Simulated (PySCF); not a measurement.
# Partial charges of `C=CC#CC`

C₅H₆.
SMILES with atom numbers: `[CH2:1]=[CH:2][C:3]#[C:4][CH3:5]` (hydrogens: H6, H7 on C1; H8 on C2; H9, H10, H11 on C5)

Cartesian coordinates in Å at the GFN2-xTB level; atoms count from 1:
```
atom  x, y, z in Å
C1    -2.4929    0.2902   -0.1892
C2    -1.4943   -0.5123   -0.5395
C3    -0.1468   -0.2789   -0.1928
C4     1.0069   -0.0908    0.0925
C5     2.3914    0.1388    0.4369
H6    -2.3231    1.1796    0.3946
H7    -3.5101    0.0828   -0.4740
H8    -1.6748   -1.4055   -1.1265
H9     2.4576    0.7120    1.3617
H10    2.9084   -0.8117    0.5697
H11    2.8831    0.6983   -0.3594
```

Density: PBE0/pcSseg-1 (PySCF); schemes: Mulliken, IAO, Hirshfeld and ESP-fitted. Geometry: GFN2-xTB; no solvent, vibrations or thermal averaging.

Question: What partial charge does each atom carry?

Answer: In e:

```json
{"atom": "C1", "environment": "terminal =CH2 carbon", "Mulliken": "-0.139", "IAO": "-0.295", "Hirshfeld": "-0.087", "ESP-fitted": "-0.446"}
{"atom": "C2", "environment": "alkene CH carbon", "Mulliken": "-0.291", "IAO": "-0.152", "Hirshfeld": "-0.038", "ESP-fitted": "+0.039"}
{"atom": "C3", "environment": "alkyne carbon", "Mulliken": "+0.026", "IAO": "-0.074", "Hirshfeld": "-0.070", "ESP-fitted": "-0.294"}
{"atom": "C4", "environment": "alkyne carbon", "Mulliken": "-0.217", "IAO": "-0.038", "Hirshfeld": "-0.045", "ESP-fitted": "+0.165"}
{"atom": "C5", "environment": "propargylic carbon", "Mulliken": "-0.193", "IAO": "-0.435", "Hirshfeld": "-0.096", "ESP-fitted": "-0.537"}
{"atom": "H6", "environment": "vinylic hydrogen", "Mulliken": "+0.121", "IAO": "+0.157", "Hirshfeld": "+0.049", "ESP-fitted": "+0.214"}
{"atom": "H7", "environment": "vinylic hydrogen", "Mulliken": "+0.120", "IAO": "+0.155", "Hirshfeld": "+0.050", "ESP-fitted": "+0.174"}
{"atom": "H8", "environment": "vinylic hydrogen", "Mulliken": "+0.128", "IAO": "+0.165", "Hirshfeld": "+0.057", "ESP-fitted": "+0.139"}
{"atom": "H9", "environment": "methyl hydrogen", "Mulliken": "+0.148", "IAO": "+0.172", "Hirshfeld": "+0.060", "ESP-fitted": "+0.185"}
{"atom": "H10", "environment": "methyl hydrogen", "Mulliken": "+0.148", "IAO": "+0.172", "Hirshfeld": "+0.060", "ESP-fitted": "+0.179"}
{"atom": "H11", "environment": "methyl hydrogen", "Mulliken": "+0.149", "IAO": "+0.172", "Hirshfeld": "+0.061", "ESP-fitted": "+0.182"}
```

Mean size of the charges over all atoms: ESP-fitted 0.232 e, IAO 0.181 e, Mulliken 0.153 e, Hirshfeld 0.061 e. Each set sums to the total charge, 0, to within 0.001 e. The ESP scheme fits charges at the nuclei, held to the total charge, to the electrostatic potential on points at 1.4 to 2.0 times the van der Waals radii.

Lowest charge. The schemes don't all agree: Mulliken C2 (-0.291); IAO C5 (-0.435); Hirshfeld C5 (-0.096); ESP-fitted C5 (-0.537).

Highest charge. The schemes don't all agree: Mulliken H11 (+0.149); IAO H9, H10 and H11 (+0.172); Hirshfeld H11 (+0.061); ESP-fitted H6 (+0.214).

Question: How many electrons does the ESP-fitted scheme count on C2?

Answer: Z − q = 6 − (+0.039) = 5.961.

Question: How closely do the schemes follow one another over all atoms?

Answer: Correlation coefficient and root-mean-square difference: IAO with Hirshfeld 0.94, 0.148 e; IAO with ESP-fitted 0.90, 0.122 e; Hirshfeld with ESP-fitted 0.86, 0.217 e; Mulliken with Hirshfeld 0.83, 0.118 e; Mulliken with IAO 0.83, 0.117 e; Mulliken with ESP-fitted 0.52, 0.231 e.

Question: Sum the charges by element.

Answer: 
| element | atoms | Mulliken | IAO | Hirshfeld | ESP-fitted |
| --- | --- | --- | --- | --- | --- |
| C | 5 | -0.813 | -0.993 | -0.337 | -1.074 |
| H | 6 | +0.813 | +0.993 | +0.337 | +1.074 |

The run behind these numbers computed NMR shieldings as well. Cost: about 8 s of CPU time on one thread (with the writing of density and orbital grids); the machine was shared, so the figure is rough.
